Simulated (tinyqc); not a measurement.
Worked calculation: CIS and TDHF on RHF in the sto-6g basis, frozen core, for LiH, spin multiplicity 1. One step of it, computed by the program tinyqc.

Task: CIS matrix, singlets. A(ia,jb) = (e_a - e_i) d_ij d_ab + 2 (ia|jb) - (ij|ab).

orbital energies (hartree): MO1 -2.383810, MO2 -0.301955, MO3 0.080132, MO4 0.162211, MO5 0.162211, MO6 0.596687

Two-electron integrals over orbitals (pq|rs), unique and non-zero (hartree); the lowest 1 orbital is frozen and left out:
```
p,q,r,s,(pq|rs)
2,2,2,2,0.504395
3,2,2,2,-0.043908
3,2,3,2,0.010623
3,3,2,2,0.229271
3,3,3,2,0.004711
3,3,3,3,0.341260
4,2,4,2,0.024244
4,3,4,2,0.018921
4,3,4,3,0.041408
4,4,2,2,0.280273
4,4,3,2,0.003799
4,4,3,3,0.282909
4,4,4,4,0.313125
5,2,5,2,0.024244
5,3,5,2,0.018921
5,3,5,3,0.041408
5,4,5,4,0.016875
5,5,2,2,0.280273
5,5,3,2,0.003799
5,5,3,3,0.282909
5,5,4,4,0.279374
5,5,5,5,0.313125
6,2,2,2,0.139766
6,2,3,2,-0.031498
6,2,3,3,-0.006841
6,2,4,4,-0.005240
6,2,5,5,-0.005240
6,2,6,2,0.123532
6,3,2,2,-0.049481
6,3,3,2,0.006768
6,3,3,3,0.035584
6,3,4,4,0.000061
6,3,5,5,0.000061
6,3,6,2,-0.029127
6,3,6,3,0.025118
6,4,4,2,-0.019403
6,4,4,3,-0.014242
6,4,6,4,0.019424
6,5,5,2,-0.019403
6,5,5,3,-0.014242
6,5,6,5,0.019424
6,6,2,2,0.462469
6,6,3,2,-0.039367
6,6,3,3,0.241914
6,6,4,4,0.270749
6,6,5,5,0.270749
6,6,6,2,0.146909
6,6,6,3,-0.041830
6,6,6,6,0.458835
```

Give: CIS matrix A, singlet.

Result:

CIS matrix A, singlet (hartree), lower triangle:
```
,2>3,2>4,2>5,2>6
2>3,0.1741
2>4,0.0000,0.2324
2>5,0.0000,0.0000,0.2324
2>6,-0.0135,0.0000,0.0000,0.6832
```
